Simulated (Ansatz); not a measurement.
Correlation energies of `ClBCl` by basis set

Cartesian coordinates in Å:
```
Cl -1.346 0.911 0.396
B 0.101 0.006 0.085
Cl 0.240 -0.981 -1.333
H 1.005 0.064 0.852
```

Charge 0, multiplicity 1. The structure was optimised at the PBE0-D4/def2-TZVP level. Frozen core, restricted reference, Ansatz. CBS rows extrapolate triple and quadruple zeta.

| basis | HF (Eh) | MP2 corr. | CCSD corr. | (T) | CCSD(T) total |
| --- | --- | --- | --- | --- | --- |
| def2-SVP | -944.03509 | -0.35115 | -0.38310 | -0.00946 | -944.42765 |
| def2-TZVPP | -944.37522 | -0.47729 | -0.51516 | -0.02248 | -944.91286 |
| def2-QZVPP | -944.40163 | -0.52253 | -0.55648 | -0.02630 | -944.98441 |
| CBS(def2) | -944.40527 | -0.55604 | -0.58708 | -0.02912 | -945.02147 |
| cc-pV(D+d)Z | -944.35671 | -0.35929 | -0.39340 | -0.01061 | -944.76072 |
| cc-pV(T+d)Z | -944.39204 | -0.47689 | -0.51488 | -0.02250 | -944.92942 |
| cc-pV(Q+d)Z | -944.40068 | -0.52173 | -0.55582 | -0.02624 | -944.98274 |
| CBS(cc) | -944.40328 | -0.55366 | -0.58497 | -0.02890 | -945.01715 |
